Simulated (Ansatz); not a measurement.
`CC/C=C/S` + H₂ → `C/C=C/S` + CH₄ at 600 K and 1 bar (hydrogenolysis of a C–C bond).

Program: Ansatz. Geometries: PBE0-D4/def2-TZVP. ΔE: electronic, gas phase. CBS: MP2 limit from def2 TZ/QZ plus the TZ coupled-cluster correction, frozen cores. This one scheme is used for every species. Double bonds are as drawn, so ΔE can hold a change between cis and trans. One conformer a species, not always the lowest.

```
   species  CCSD(T)/CBS energy (Eh)  H − E (kJ/mol)  S (J/(mol·K))
`CC/C=C/S`               -554.78097           347.2          433.6
        H₂                 -1.17544            43.9          150.8
 `C/C=C/S`               -515.52005           259.6          381.5
       CH₄                -40.46206           140.4          215.7
```

H − E and S are ideal-gas, rigid-rotor, harmonic terms from PBE0-D4/def2-TZVP, for one conformer and one mirror image of each species. For small species the MP2-based limit differs from directly extrapolated CCSD(T) by up to some mEh (0.8 for H₂); such offsets cancel only in part. 1 Eh = 2625.50 kJ/mol, R = 8.31446 J/(mol·K).

Q: By hand: ΔE, ΔH, ΔS and ΔG.

A: ΔE = (-515.52005) + (-40.46206) − (-554.78097) − (-1.17544) = -0.02570 Eh = -67.5 kJ/mol. Δ(H − E) = 259.6 + 140.4 − 347.2 − 43.9 = 8.9, so ΔH = -58.6 kJ/mol. ΔS = 381.5 + 215.7 − 433.6 − 150.8 = 12.8 J/(mol·K). ΔG = -58.6 − 600 × (12.8)/1000 = -66.3 kJ/mol.

Q: By hand: the equilibrium constant, and the temperature at which ΔG would vanish if ΔH and ΔS stayed fixed.

A: log₁₀ K = −ΔG/(RT ln 10) = 5.8. ΔH and −TΔS have one sign here, so there is no such temperature.

The number of gas molecules stays the same, so ΔS is small and ΔH decides. A doubt of 5 kJ/mol in ΔE shifts log₁₀ K by 0.4 here. Other conformers and mirror images would add mixing entropy, several J/(mol·K) or more a flexible species. These are equilibria of isolated gas molecules and say nothing of rates. Largest T1 diagnostic: 0.011 (customary marks: 0.02 for closed shells, 0.045 for open ones).

ΔS is within the doubt of such terms, so its sign, and with it that verdict, could turn.
